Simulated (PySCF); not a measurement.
**Carbon: a sound run and one with changed settings**

Sound run: C [He] 2s2 2p2, C⁺ [He] 2s2 2p1. Calculation: PySCF 2.14, in cc-pVDZ (3s2p1d, 14 functions); no relativity, point nucleus. The sound run starts from symmetry-adapted Hartree-Fock orbitals and uses a fine grid where one is needed.

Changed run: initial guess 1e, at most 3 SCF cycles. This setting is unsound on purpose.

```json
{"species": "C", "method": "UHF", "sound run (hartree)": "-37.68654", "changed run (hartree)": "-37.68646", "converged": "no"}
{"species": "C", "method": "LDA", "sound run (hartree)": "-37.45778", "changed run (hartree)": "-37.45778", "converged": "no"}
{"species": "C", "method": "MN15", "sound run (hartree)": "-37.80223", "changed run (hartree)": "-37.80220", "converged": "no"}
{"species": "C⁺", "method": "UHF", "sound run (hartree)": "-37.28953", "changed run (hartree)": "-37.28950", "converged": "no"}
{"species": "C⁺", "method": "LDA", "sound run (hartree)": "-37.02993", "changed run (hartree)": "-37.02993", "converged": "no"}
{"species": "C⁺", "method": "MN15", "sound run (hartree)": "-37.38636", "changed run (hartree)": "-37.38636", "converged": "no"}
```

The SCF was stopped early; the energies are upper bounds that still move, and correlated levels were skipped or rest on poor orbitals.
